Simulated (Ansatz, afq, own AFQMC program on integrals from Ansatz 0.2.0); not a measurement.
# HO₂ (doublet): quantum Monte Carlo beside coupled cluster at distance O1–O2 = 1.072 Å, cc-pVDZ

Aim: compute HO₂ (doublet) with auxiliary-field quantum Monte Carlo on the same integrals as coupled cluster, and set the energies side by side.

Method: cc-pVDZ, frozen cores; program: Ansatz 0.2.0, Gaussian basis, and an in-house AFQMC program (afq) on its integrals; all values are calculated.

The runs, in order: PBE (unrestricted); r2SCAN (unrestricted); PBE0 (unrestricted); B3LYP (unrestricted); wB97M-V (unrestricted); B2PLYP (unrestricted); CCSD(T) on UHF; CCSDT(Q) on UHF; Phaseless AFQMC, CISD trial on UHF.

6 further runs of the same task are left out: 2 for a known fault of the program, 4 that didn't finish.

## Step 1: The system

The geometry derives from a PBE0/def2-TZVP stationary point (not a proven minimum). One bond is set to the value named and the two fragments are kept rigid.

3 atoms, charge 0, spin multiplicity 2.

Atoms are counted from 1 here; the program's logs count them from 0.

Bond lengths: O1–O2 1.072 Å, O1–H3 0.975 Å. Angles: O2–O1–H3 105.8°.

## Step 2: PBE (unrestricted)

File in.yaml:

```yaml
crystal:
  periodic: [false, false, false]
  atoms:
    - {symbol: O, position_ang: [0.000000, -0.088119, 0.504692]}
    - {symbol: O, position_ang: [0.000000, 0.036927, -0.559990]}
    - {symbol: H, position_ang: [0.000000, 0.812582, 0.877773]}
basis:
  gaussian: {orbitals: cc-pVDZ}
magnetization: {spin_polarized: true, initial_magnetization: 1}
hamiltonian: {xc: {name: PBE}}
output: {orbitals: {seedname: orbitals}}
```

On the command line:

```
> ansatz run in.yaml --threads 1 --pin off --events-out ev --progress --plain --max-ram 1382MiB
```

The program printed:

```text
Functional definition: PBE
  name "PBE"
  cite "Perdew, Burke & Ernzerhof, Phys. Rev. Lett. 77, 3865 (1996) doi:10.1103/PhysRevLett.77.3865"
  parent pbe
  parameter kappa = 0.804
  parameter beta = 0.06672455060314922
  exchange = pbe_x(kappa = kappa, mu = beta*pi^2/3)
  correlation = pbe_c(beta = beta)
328 factors; their error is unknown
mean field evaluation 1: about -4097.7297 eV, gradient 2.4e1 eV
mean field evaluation 2: about -4093.1775 eV, gradient 4.0e1 eV
mean field evaluation 4: about -4099.8606 eV, gradient 3.6e0 eV
mean field evaluation 8: about -4099.8754 eV, gradient 1.3e-2 eV
mean field -4099.87538015 eV, -150.6676412251 hartree, gradient 1.6e-5 eV, S^2 0.751462; 0 other end points of the search recorded, 0 dependent functions left out
reference -4099.87539491 eV, -150.6676417675 hartree; 9, 8 occupied and 24, 25 virtual orbitals, 328 factors
Total energy: -4099.87539491 eV, -150.6676417675 hartree
```

It took 0.48 s on 1 thread of Arm Neoverse V1, shared host.

From the report: ⟨S²⟩ of the determinant 0.751 (pure doublet: 0.75).

## Step 3: r2SCAN (unrestricted)

Edit in.yaml of step 2 so:

```diff
@@ -9,3 +9,2 @@
 magnetization: {spin_polarized: true, initial_magnetization: 1}
-hamiltonian: {xc: {name: PBE}}
-output: {orbitals: {seedname: orbitals}}
+hamiltonian: {xc: {name: r2SCAN}}
```

Launched as before.

The program printed:

```text
Functional definition: r2SCAN
  name "r2SCAN"
  cite "Furness, Kaplan, Ning, Perdew & Sun, J. Phys. Chem. Lett. 11, 8208 (2020) doi:10.1021/acs.jpclett.0c02405"
  cite "Furness, Kaplan, Ning, Perdew & Sun, J. Phys. Chem. Lett. 11, 9248 (2020) doi:10.1021/acs.jpclett.0c03077"
  parent r2scan
  parameter k0 = 0.174
  parameter k1 = 0.065
  parameter a1 = 4.9479
  exchange = r2scan_x(k0 = k0, k1 = k1, a1 = a1)
  correlation = r2scan_c
328 factors; their error is unknown
mean field evaluation 1: about -4100.3291 eV, gradient 2.2e1 eV
mean field evaluation 2: about -4099.0300 eV, gradient 2.8e1 eV
mean field evaluation 4: about -4102.0869 eV, gradient 2.1e0 eV
mean field evaluation 8: about -4102.0757 eV, gradient 1.6e-2 eV
mean field -4102.07571956 eV, -150.7485022071 hartree, gradient 3.8e-5 eV, S^2 0.753160; 0 other end points of the search recorded, 0 dependent functions left out
reference -4102.07572375 eV, -150.7485023609 hartree; 9, 8 occupied and 24, 25 virtual orbitals, 328 factors
Total energy: -4102.07572375 eV, -150.7485023609 hartree
```

Wall time 1.2 s (1 thread of Arm Neoverse V1, shared host).

From the report: ⟨S²⟩ of the determinant 0.753 (pure doublet: 0.75).

## Step 4: PBE0 (unrestricted)

Edit in.yaml of step 3 so:

```diff
@@ -9,2 +9,3 @@
 magnetization: {spin_polarized: true, initial_magnetization: 1}
-hamiltonian: {xc: {name: r2SCAN}}
+hamiltonian: {xc: {name: PBE0}}
+output: {orbitals: {seedname: orbitals}}
```

Same command.

The program printed:

```text
Functional definition: PBE0
  name "PBE0"
  cite "Adamo & Barone, J. Chem. Phys. 110, 6158 (1999) doi:10.1063/1.478522"
  cite "Perdew, Burke & Ernzerhof, Phys. Rev. Lett. 77, 3865 (1996) doi:10.1103/PhysRevLett.77.3865"
  parent pbe
  parameter a = 0.25
  parameter kappa = 0.804
  parameter beta = 0.06672455060314922
  exchange = (1 - a)*pbe_x(kappa = kappa, mu = beta*pi^2/3) + a*exact_x
  correlation = pbe_c(beta = beta)
305 factors; integrals over basis functions are off by at most 2.0e-3 eV
mean field evaluation 1: about -4098.3623 eV, gradient 2.0e1 eV
mean field evaluation 2: about -4098.4026 eV, gradient 2.0e1 eV
mean field evaluation 4: about -4099.7727 eV, gradient 1.3e0 eV
mean field evaluation 8: about -4099.9416 eV, gradient 3.4e-2 eV
mean field evaluation 16: about -4099.9416 eV, gradient 4.0e-5 eV
mean field -4099.94158865 eV, -150.6700743428 hartree, gradient 4.0e-5 eV, S^2 0.752567; 0 other end points of the search recorded, 0 dependent functions left out
reference -4099.94159964 eV, -150.6700747464 hartree; 9, 8 occupied and 24, 25 virtual orbitals, 305 factors
Total energy: -4099.94159964 eV, -150.6700747464 hartree
```

It took 0.63 s on 1 thread of Arm Neoverse V1, shared host.

From the report: ⟨S²⟩ of the determinant 0.753 (pure doublet: 0.75).

## Step 5: B3LYP (unrestricted)

Edit in.yaml of step 4 so:

```diff
@@ -9,3 +9,2 @@
 magnetization: {spin_polarized: true, initial_magnetization: 1}
-hamiltonian: {xc: {name: PBE0}}
-output: {orbitals: {seedname: orbitals}}
+hamiltonian: {xc: {name: B3LYP}}
```

The command is unchanged.

The program printed, cut to the lines that bear on the results:

```text
Functional definition: B3LYP
  name "B3LYP"
  cite "Stephens, Devlin, Chabalowski & Frisch, J. Phys. Chem. 98, 11623 (1994) doi:10.1021/j100096a001"
  cite "Becke, Phys. Rev. A 38, 3098 (1988) doi:10.1103/PhysRevA.38.3098"
  cite "Lee, Yang & Parr, Phys. Rev. B 37, 785 (1988) doi:10.1103/PhysRevB.37.785"
  cite "Vosko, Wilk & Nusair, Can. J. Phys. 58, 1200 (1980) doi:10.1139/p80-159"
[...]
305 factors; integrals over basis functions are off by at most 2.0e-3 eV
[...]
mean field -4103.98648056 eV, -150.8187213785 hartree, gradient 3.1e-5 eV, S^2 0.752374; 0 other end points of the search recorded, 0 dependent functions left out
reference -4103.98659611 eV, -150.8187256249 hartree; 9, 8 occupied and 24, 25 virtual orbitals, 305 factors
Total energy: -4103.98659611 eV, -150.8187256249 hartree
```

Run time: 0.66 s. Hardware: 1 thread of Arm Neoverse V1, shared host.

From the report: ⟨S²⟩ of the determinant 0.752 (pure doublet: 0.75).

## Step 6: wB97M-V (unrestricted)

Edit in.yaml of step 5 so:

```diff
@@ -9,2 +9,3 @@
 magnetization: {spin_polarized: true, initial_magnetization: 1}
-hamiltonian: {xc: {name: B3LYP}}
+hamiltonian: {xc: {name: wB97M-V}}
+output: {orbitals: {seedname: orbitals}}
```

The command is unchanged.

The program printed, cut to the lines that bear on the results:

```text
Functional definition: wB97M-V
  name "wB97M-V"
  cite "Mardirossian & Head-Gordon, J. Chem. Phys. 144, 214110 (2016) doi:10.1063/1.4952647"
  cite "Becke, J. Chem. Phys. 107, 8554 (1997) doi:10.1063/1.475007"
  cite "Vydrov & Van Voorhis, J. Chem. Phys. 133, 244103 (2010) doi:10.1063/1.3521275"
  # Of w^i u^j: cxij and so on, Table III.
[...]
  gx(w, u) = 1 - cx + cx01*u + cx10*w
  gss(w, u) = css00 + css04*u^4 + css10*w + css20*w^2 + css43*w^4*u^3
  gos(w, u) = cos00 + cos10*w + (cos20 + cos21*u)*w^2 + (cos60 + cos61*u)*w^6
[...]
      + integral(e_c_pw_mod_opposite_spin*gos(b97_w_opposite, b97_u_opposite)) + vv10(b, c)
305 factors; integrals over basis functions are off by at most 2.0e-3 eV
70 factors; integrals over basis functions are off by at most 1.6e-5 eV
[...]
mean field -4102.82479217 eV, -150.7760301177 hartree, gradient 7.0e-5 eV, S^2 0.752086; 0 other end points of the search recorded, 0 dependent functions left out
reference -4102.82480797 eV, -150.7760306984 hartree; 9, 8 occupied and 24, 25 virtual orbitals, 305 factors
Total energy: -4102.82480797 eV, -150.7760306984 hartree
```

Run time: 2.4 s. Hardware: 1 thread of Arm Neoverse V1, shared host.

From the report: ⟨S²⟩ of the determinant 0.752 (pure doublet: 0.75).

## Step 7: B2PLYP (unrestricted)

Edit in.yaml of step 6 so:

```diff
@@ -9,3 +9,3 @@
 magnetization: {spin_polarized: true, initial_magnetization: 1}
-hamiltonian: {xc: {name: wB97M-V}}
-output: {orbitals: {seedname: orbitals}}
+hamiltonian: {xc: {name: B2PLYP}}
+correlation: {electrons: outside_noble_gas}
```

Launched as before.

The program printed, cut to the lines that bear on the results:

```text
Functional definition: B2PLYP
  name "B2PLYP"
  cite "Grimme, J. Chem. Phys. 124, 034108 (2006) doi:10.1063/1.2148954"
  cite "Becke, Phys. Rev. A 38, 3098 (1988) doi:10.1103/PhysRevA.38.3098"
  cite "Lee, Yang & Parr, Phys. Rev. B 37, 785 (1988) doi:10.1103/PhysRevB.37.785"
[...]
305 factors; integrals over basis functions are off by at most 2.0e-3 eV
[...]
mean field -4097.59982460 eV, -150.5840161011 hartree, gradient 6.5e-6 eV, S^2 0.754664; 0 other end points of the search recorded, 0 dependent functions left out
2 core orbitals not correlated: weight in the atoms' cores, before any rotation towards them, 1.000 or more for the frozen orbitals, at most 0.000 for the correlated occupied ones
reference -4097.59989537 eV, -150.5840187017 hartree; 7, 6 occupied and 24, 25 virtual orbitals, 305 factors
second order -10.82500033 eV of doubles, -0.00000000 eV of singles
Total energy: -4100.52264546 eV, -150.6914277864 hartree
```

It took 0.78 s on 1 thread of Arm Neoverse V1, shared host.

From the report: ⟨S²⟩ of the determinant 0.755 (pure doublet: 0.75).

## Step 8: CCSD(T) on UHF

Edit in.yaml of step 7 so:

```diff
@@ -9,3 +9,2 @@
 magnetization: {spin_polarized: true, initial_magnetization: 1}
-hamiltonian: {xc: {name: B2PLYP}}
-correlation: {electrons: outside_noble_gas}
+correlation: {method: ccsd_t, electrons: outside_noble_gas, hamiltonian_folder: ham}
```

Same command.

The program printed, cut to the lines that bear on the results:

```text
Functional definition: HF
  name "HF"
  cite "Fock, Z. Phys. 61, 126 (1930) doi:10.1007/BF01340294"
  parent pbe
[...]
305 factors; integrals over basis functions are off by at most 2.0e-3 eV
[...]
mean field -4084.52122626 eV, -150.1033864772 hartree, gradient 2.2e-6 eV, S^2 0.759144; 1 other end points of the search recorded, 0 dependent functions left out
determinant -4084.52122626 eV, -150.1033864772 hartree, with singles and doubles -4093.99704034 eV, -150.4516162218 hartree
determinant -4082.97758155 eV, -150.0466585804 hartree, with singles and doubles -4092.21811866 eV, -150.3862420557 hartree
2 core orbitals not correlated: weight in the atoms' cores, before any rotation towards them, 1.000 or more for the frozen orbitals, at most 0.000 for the correlated occupied ones
reference -4084.52122626 eV, -150.1033864772 hartree; 7, 6 occupied and 24, 25 virtual orbitals, 305 factors
second order -9.04599751 eV of doubles, -0.00000000 eV of singles
cycle   1  -9.47599130 eV  change   -1.8e-4 eV  update   6.8e-4
[...]
cycle   6  -9.47623590 eV  change   -1.2e-5 eV  update   6.8e-6
perturbative correction -0.17067699 eV, -0.0062722637 hartree
Total energy: -4094.16813915 eV, -150.4579039869 hartree
```

It took 0.93 s on 1 thread of Arm Neoverse V1, shared host.

From the report: ⟨S²⟩ of the determinant 0.759 (pure doublet: 0.75); correlation -9.6469 eV; T1 0.015; largest double amplitude 0.03.

This run also writes the integrals to the folder ham.

## Step 9: CCSDT(Q) on UHF

Edit in.yaml of step 8 so:

```diff
@@ -9,2 +9,2 @@
 magnetization: {spin_polarized: true, initial_magnetization: 1}
-correlation: {method: ccsd_t, electrons: outside_noble_gas, hamiltonian_folder: ham}
+correlation: {method: ccsdt_q, electrons: outside_noble_gas}
```

The command is unchanged.

The program printed, cut to the lines that bear on the results:

```text
Functional definition: HF
  name "HF"
  cite "Fock, Z. Phys. 61, 126 (1930) doi:10.1007/BF01340294"
  parent pbe
[...]
555 factors; integrals over basis functions are off by at most 1.5e-7 eV
[...]
mean field -4084.52130934 eV, -150.1033895301 hartree, gradient 2.2e-6 eV, S^2 0.759143; 1 other end points of the search recorded, 0 dependent functions left out
determinant -4084.52130934 eV, -150.1033895301 hartree, with singles and doubles -4093.99712926 eV, -150.4516194894 hartree
determinant -4082.97766580 eV, -150.0466616765 hartree, with singles and doubles -4092.21820950 eV, -150.3862453939 hartree
2 core orbitals not correlated: weight in the atoms' cores, before any rotation towards them, 1.000 or more for the frozen orbitals, at most 0.000 for the correlated occupied ones
reference -4084.52130934 eV, -150.1033895301 hartree; 7, 6 occupied and 24, 25 virtual orbitals, 555 factors
second order -9.04602707 eV of doubles, -0.00000000 eV of singles
cycle   1  -9.23549976 eV  change   -1.9e-1 eV  update   6.0e-2
[...]
cycle  16  -9.65382943 eV  change   -4.7e-7 eV  update   1.1e-6
perturbative correction -0.02138725 eV, -0.0007859671 hartree
Total energy: -4094.19652602 eV, -150.4589471851 hartree
```

Wall time 16 s (1 thread of Arm Neoverse V1, shared host); peak memory 0.3 GiB.

From the report: ⟨S²⟩ of the determinant 0.759 (pure doublet: 0.75); correlation -9.6752 eV; T1 0.015; largest double amplitude 0.03.

## Step 10: Phaseless AFQMC, CISD trial on UHF

It reads the integrals that the CCSD(T) run on this determinant wrote.

On the command line:

```
> afq ham --method phaseless --trial cisd --walkers 60 --populations 1 --least-time 40 --time-step 0.005 --steps-per-block 50 --equilibration-blocks 28 --max-blocks 300 --target-error 0.00043 --factor-cut 1e-05 --start spin_pure --seed 3527 --release-times 0.24,0.51,0.99,1.62,2.4 --release-step 0.03 --release-every 4 --taylor-order 6
```

The program printed:

```text
orbitals 31  electrons 7 6  factors 236 of 305
reference energy -150.10338648 Eh
CCSD correlation -0.34824493 Eh in 11 cycles, weight of the determinant in the CISD state 0.9148
energy of the start -150.451189 Eh
 block  time / (1/Eh)  mean weight  energy / Eh
     1     0.250  1.0016  -150.448885
     2     0.500  1.0030  -150.452497
     3     0.750  0.9948  -150.454467
     4     1.000  1.0025  -150.455045
     5     1.250  0.9993  -150.452413
     6     1.500  0.9972  -150.456564
     7     1.750  1.0018  -150.454375
     8     2.000  0.9986  -150.454017
     9     2.250  0.9979  -150.460727
    10     2.500  1.0037  -150.453912
    11     2.750  1.0049  -150.455072
    16     4.000  1.0002  -150.450945
    21     5.250  0.9982  -150.465441
    26     6.500  1.0005  -150.450997
    31     7.750  1.0022  -150.468789
    36     9.000  1.0000  -150.455070
    41    10.250  1.0020  -150.457578
    46    11.500  0.9995  -150.459063
    51    12.750  1.0023  -150.453327
    56    14.000  1.0002  -150.464153
    61    15.250  1.0012  -150.455270
    66    16.500  0.9996  -150.463234
    71    17.750  1.0001  -150.454071
    76    19.000  1.0000  -150.456564
    81    20.250  1.0038  -150.462028
    86    21.500  1.0008  -150.458648
    91    22.750  0.9995  -150.458591
    96    24.000  1.0026  -150.453811
   101    25.250  0.9982  -150.455199
   106    26.500  1.0007  -150.459414
   111    27.750  1.0044  -150.459866
   116    29.000  1.0025  -150.460622
   121    30.250  0.9965  -150.451721
   126    31.500  0.9985  -150.454293
   131    32.750  1.0010  -150.456401
   136    34.000  0.9980  -150.467463
   141    35.250  0.9980  -150.465726
   146    36.500  1.0005  -150.460135
   151    37.750  1.0001  -150.454069
   156    39.000  0.9973  -150.456803
   161    40.250  1.0005  -150.454735
   166    41.500  1.0009  -150.461626
   171    42.750  1.0016  -150.455753
   176    44.000  0.9946  -150.457127
   181    45.250  0.9977  -150.464859
   186    46.500  0.9950  -150.454669
   191    47.750  1.0002  -150.456126
   196    49.000  0.9994  -150.461629
   201    50.250  0.9976  -150.453405
   206    51.500  1.0009  -150.461856
blocks merged  error / Eh  count
     1  0.000317  180
     2  0.000353  90
     4  0.000388  45
     8  0.000362  22
    16  0.000460  11
released: time / (1/Eh)  energy / Eh  error  mean overlap
  0.24  -150.458561  0.000527  0.9929
  0.51  -150.458257  0.000442  1.0057
  0.99  -150.458732  0.000547  1.0119
  1.62  -150.459723  0.000737  0.9676
  2.40  -150.459311  0.000907  0.9555
energy -150.457520 +/- 0.000388 Eh
```

Wall time 3.6 min (1 thread of Arm Neoverse V1, shared host).

Energy -4094.1577 ± 0.0105 eV. Caveats: constraint bias not in the error.

## Step 11: AFQMC on the ladder

On the UHF determinant, counted from CCSDT(Q) (a yardstick, not exact):

```csv
level,energy (eV),from CCSDT(Q) (kcal/mol),statistical error (kcal/mol),time
HF,-4084.5212,+223.12,,
MP2,-4093.5672,+14.51,,
CCSD,-4093.9975,+4.59,,
CCSD(T),-4094.1681,+0.65,,
CCSDT(Q),-4094.1965,0.00,,
"Phaseless AFQMC, CISD trial, step 0.005, 60 walkers",-4094.1577,+0.90,0.24,3.6 min
```

The functionals' totals stand on their own zeros and serve differences with other points: PBE -4099.875 eV; r2SCAN -4102.076 eV; PBE0 -4099.942 eV; B3LYP -4103.987 eV; wB97M-V -4102.825 eV; B2PLYP -4100.523 eV.

## Step 12: Summary of results

| quantity | value |
| --- | --- |
| CCSD(T) on UHF from CCSDT(Q) | +0.65 kcal/mol |
| Phaseless AFQMC, CISD trial on UHF from CCSDT(Q) | +0.90 ± 0.24 kcal/mol |

On UHF the phaseless walk with the CISD trial lies +0.90 kcal/mol from CCSDT(Q), 4 times its error bar. Error bars are statistical and leave out the constraint, the time step and what remains of the start.
